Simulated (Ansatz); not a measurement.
Z-matrix (Å, degrees):
```
C
C 1 1.491
N 1 1.458 2 109.8
H 1 1.098 2 109.6 3 126.5
H 1 1.096 2 108.6 3 -117.2
C 2 1.320 1 125.9 3 -128.8
H 2 1.085 1 117.2 3 49.9
H 3 1.012 1 110.4 2 -175.4
H 3 1.013 1 110.0 2 66.4
F 6 1.342 2 122.7 1 -0.7
H 6 1.083 2 125.3 1 179.5
```

The species carries charge 0 and has multiplicity 1.

Task: List the PBE0/def2-TZVPP orbital energies in eV (the Gaussian-basis code of Ansatz). (Best estimate.)

Result: Ansatz gave: Occupied: -674.29, -390.90, -280.27, -278.98, -278.23, -34.22, -24.92, -21.92, -18.85, -16.40, -14.90, -14.17, -13.46, -13.10, -12.27, -11.14, -10.88, -10.24, -7.48, -6.99. Lowest empty: 0.35, 1.38, 2.06, 2.46, 2.72, 3.21, 3.66, 4.05.
